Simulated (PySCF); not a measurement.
Compound: benzoquinone, C6H4O2.
SMILES with atom numbers: `[O:1]=[C:2]1[CH:3]=[CH:4][C:5](=[O:6])[CH:7]=[CH:8]1` (hydrogens: H9 on C3; H10 on C4; H11 on C7; H12 on C8)

Computed with PySCF at wB97X-D/pcSseg-2, non-relativistic, on one gas-phase PBE0-D3(BJ)/def2-TZVP geometry that isn't relaxed in the solvent. The solvent is an IEF-PCM continuum (van der Waals radii × 1.2). The model holds no explicit solvent molecules, cavitation or dispersion.

Gas phase at wB97X-D/pcSseg-2: HOMO -9.89 eV, LUMO -1.96 eV, dipole 0.02 D.

What does the continuum do to the energy, the frontier levels and the dipole at wB97X-D/pcSseg-2 in chloroform?

| solvent | ε | E(solvent) − E(gas) (kJ/mol) | polarisation term (kJ/mol) | distortion of the solute (kJ/mol) | HOMO (eV) | LUMO (eV) | dipole (D) |
| --- | --- | --- | --- | --- | --- | --- | --- |
| chloroform | 4.711 | -23.22 | -26.09 | 2.87 | -9.83 | -1.85 | 0.02 |

The first energy column is the sum of the next two and covers electrostatics alone. Charge and dipole vanish, so a point-dipole model would give no lowering at all.

Note: wB97X-D ran without an empirical dispersion term, which enters the total energy and its gradient alone.
